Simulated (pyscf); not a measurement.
Thermochemistry of product channels of O=AsH + H• on the doublet surface, in kJ/mol, from ωB97M-D3(BJ)/def2-TZVP energies (ideal gas, 1 atm, RRHO with modes under 100 cm⁻¹ raised to 100, one conformer, R ln 2 for rigid chiral ones). Optimised with ωB97X-D3(BJ)/def2-SVP in PySCF.

| products | ΔE | ΔH(298 K) | ΔG(298 K) | ΔG(600 K) |
|---|---|---|---|---|
| O [triplet] + AsH₂• | +141.7 | +150.9 | +146.4 | +142.2 |
| •O–AsH₂ | -188.4 | -172.1 | -141.9 | -110.1 |
| HO–AsH• | -328.1 | -302.4 | -272.6 | -241.3 |
| O=As• + H₂ | -186.6 | -176.6 | -176.0 | -175.3 |
| OH• + AsH [triplet] | +6.0 | +18.9 | +11.8 | +4.9 |

These are energies of the channels, which say nothing of barriers. O=AsH lies 31.2 kJ/mol over its isomer HO–As: [triplet], and others may lie lower still (electronic energy, ωB97M-D3(BJ)). Left out: orbital degeneracy and the spin-orbit lowering of OH, O. The term symbol of open-shell O=As• was not checked; spin-orbit terms and orbital degeneracy are left out. Elements up to Kr have no core potential and no relativistic terms here.
